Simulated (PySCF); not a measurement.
**singlet [CHF2]+: levels of theory compared**

We compute a comparison of 6 runs (B2PLYP/STO-3G, B3LYP/STO-3G, M06-2X/STO-3G, PBE/STO-3G, PBE0/STO-3G, SVWN5/STO-3G) of singlet [CHF2]+. The job is set up through a Python script.

Program for the calculation: PySCF 2.14.0.

14 further runs of the same task are left out: 9 that didn't finish, 5 set aside as unsound or not needed.

**1. The molecule**

[CHF2]+: 4 atoms, total charge +1, spin state singlet. SMILES of the parent species: `F[CH]F`. The shape is that of a PBE0-D4/def2-TZVP optimisation. That shape belongs to the parent species and isn't relaxed for this state.

Bond lengths: F1–C2 1.321 Å, C2–F3 1.321 Å, C2–H4 1.090 Å. Angles: F1–C2–F3 111.3°, F1–C2–H4 114.3°, F3–C2–H4 114.3°.

**2. A single-point energy at B2PLYP/STO-3G (run 1)**

run.py reads:

```python
from pyscf import gto, dft, mp

molecule = gto.Mole()
molecule.atom = [
    ('F', (-1.208200, 0.264600, -0.141700)),
    ('C', (0.038600, 0.063400, 0.244400)),
    ('F', (0.433100, -1.166800, -0.029600)),
    ('H', (0.736500, 0.838700, -0.073100)),
]
molecule.charge = 1
molecule.spin = 0
molecule.max_memory = 1860
molecule.verbose = 3
molecule.basis = 'sto-3g'
molecule.build()

ks = dft.RKS(molecule, xc='0.53*HF + 0.47*B88, 0.73*LYP')
ks.grids.level = 5
ks.conv_tol = 1e-10
ks.kernel()
if not ks.converged:
    ks = ks.newton().run(ks.mo_coeff, ks.mo_occ)

pt = mp.MP2(ks, frozen=3).run()
e_final = ks.e_tot + 0.27 * pt.e_corr
print('PT2 part  %.8f' % (0.27 * pt.e_corr))
print('E = %.10f Eh' % e_final)
```

Command:

```sh
$ OMP_NUM_THREADS=1 python run.py
```

What it wrote:

```text
converged SCF energy = -234.359854316344
E(RMP2) = -234.563676032722  E_corr = -0.203821716378168
E(SCS-RMP2) = -234.564310353443  E_corr = -0.204456037099506
PT2 part  -0.05503186
E = -234.4148861798 Eh
```

Run time: 2.5 s. Hardware: 1 thread of Arm Neoverse V1, shared host; peak memory 0.18 GiB.

**3. A single-point energy at B3LYP/STO-3G (run 2)**

job.py reads:

```python
from pyscf import gto, dft

molecule = gto.Mole()
molecule.atom = 'F -1.208200 0.264600 -0.141700; C 0.038600 0.063400 0.244400; F 0.433100 -1.166800 -0.029600; H 0.736500 0.838700 -0.073100'
molecule.max_memory = 1860
molecule.verbose = 3
molecule.basis = 'sto-3g'
molecule.charge = 1
molecule.build()

calc0 = dft.RKS(molecule)
calc0.xc = 'b3lyp'
calc0.grids.level = 5
calc0.conv_tol = 1e-10
calc0.kernel()
if not calc0.converged:
    calc0 = calc0.newton().run(calc0.mo_coeff, calc0.mo_occ)

etot = calc0.e_tot
print('Final energy', etot)
```

Command:

```sh
$ OMP_NUM_THREADS=1 python job.py
```

What it wrote:

```text
converged SCF energy = -234.666902254248
Final energy -234.6669022542476
```

Run time: 2.4 s. Hardware: 1 thread of Arm Neoverse V1, shared host; peak memory 0.18 GiB.

**4. A single-point energy at M06-2X/STO-3G (run 3)**

input.py reads:

```python
from pyscf import gto, dft

mol = gto.Mole()
mol.atom = '''
F     -2.283167     0.500022    -0.267774
C      0.072943     0.119809     0.461849
F      0.818440    -2.204932    -0.055936
H      1.391783     1.584913    -0.138139
'''
mol.basis = 'sto-3g'
mol.unit = 'bohr'
mol.max_memory = 1860
mol.verbose = 3
mol.charge = 1
mol.spin = 0
mol.build()

mf = dft.RKS(mol)
mf.xc = 'm06-2x'
mf.conv_tol = 1e-10
mf.grids.level = 5
mf.kernel()
if not mf.converged:
    mf = mf.newton().run(mf.mo_coeff, mf.mo_occ)

energy = mf.e_tot
print('Final energy', energy)
```

Command:

```sh
$ OMP_NUM_THREADS=1 python input.py
```

What it wrote:

```text
converged SCF energy = -234.679838507263
Final energy -234.67983850726313
```

Wall time 3.3 s (1 thread of Arm Neoverse V1, shared host); peak memory 0.19 GiB.

Runs 4 to 5 aren't shown in full; the table further down has their settings and results.

**5. The energy at SVWN5/STO-3G (run 6)**

run.py reads:

```python
from pyscf import gto, dft

molecule = gto.Mole()
molecule.atom = '''
F     -1.208200     0.264600    -0.141700
C      0.038600     0.063400     0.244400
F      0.433100    -1.166800    -0.029600
H      0.736500     0.838700    -0.073100
'''
molecule.max_memory = 1860
molecule.basis = 'sto-3g'
molecule.verbose = 4
molecule.charge = 1
molecule.build()

ks = dft.RKS(molecule)
ks.xc = 'svwn'
ks.grids.level = 5
ks.conv_tol = 1e-10
ks.kernel()
if not ks.converged:
    ks = ks.newton().run(ks.mo_coeff, ks.mo_occ)

e_tot = ks.e_tot
print('E = %.10f Eh' % e_tot)
```

Command:

```sh
$ OMP_NUM_THREADS=1 python run.py
```

What it wrote:

```text
PySCF version 2.14.0

[... 74 lines left out ...]
converged SCF energy = -233.045155641001
E = -233.0451556410 Eh
```

Wall time 1.7 s (1 thread of Arm Neoverse V1, shared host); peak memory 0.14 GiB.

**6. All runs side by side**

| run | level | frozen core orbitals | energy (Eh) | HOMO energy (eV) | LUMO energy (eV) | HOMO–LUMO gap (eV) | wall time |
| --- | --- | --- | --- | --- | --- | --- | --- |
| 1 | B2PLYP/STO-3G | 3 | -234.414886 | -20.48 | -9.71 | 10.77 | 2.5 s |
| 2 | B3LYP/STO-3G | – | -234.666902 | -18.11 | -11.49 | 6.62 | 2.4 s |
| 3 | M06-2X/STO-3G | – | -234.679839 | -20.41 | -10.10 | 10.31 | 3.3 s |
| 4 | PBE/STO-3G | – | -234.463701 | -16.29 | -12.17 | 4.13 | 2.4 s |
| 5 | PBE0/STO-3G | – | -234.483350 | -18.46 | -11.25 | 7.22 | 2.3 s |
| 6 | SVWN5/STO-3G | – | -233.045156 | -16.22 | -12.15 | 4.07 | 1.7 s |

**7. What came out**

```
            quantity          value
 run 6: total energy  -233.04516 Eh
  run 6: HOMO energy      -16.22 eV
  run 6: LUMO energy      -12.15 eV
run 6: HOMO–LUMO gap        4.07 eV
```

**Reading.** The HOMO–LUMO gap runs from 4.07 eV (SVWN5/STO-3G) to 10.77 eV (B2PLYP/STO-3G). A double hybrid's value is that of its SCF part. Totals of different functionals can't be ranked against each other. In runs 1, 2, 3, 4, 5, 6 the basis is minimal, so the values are rough. All runs together took 15 s, the longest 3.3 s.
